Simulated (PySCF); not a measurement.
N2, SMILES N#N (connectivity only; charge and spin as stated), charge +1, multiplicity 2.

Geometry: B3LYP-D3(BJ)/def2-TZVPD.

These are CAM-B3LYP/def2-TZVPD (PySCF) values and carry that method's errors.

Gas-phase values at a fixed geometry.

| Quantity | Result |
|---|---|
| total energy | -108.94137 hartree |
| point group | D∞h |
| α spin, highest occupied and lowest empty level | -25.97 and -10.50 eV |
| β spin, highest occupied and lowest empty level | -25.60 and -18.19 eV |
| dipole moment about the centre of nuclear charge | 0.00 D |
| mean static polarisability | 17.1 bohr³ (2.53 Å³) |
| polarisability, principal values | 14.6, 14.6, 22.0 bohr³ |
| ⟨S²⟩ | 0.754 (pure state 0.75) |
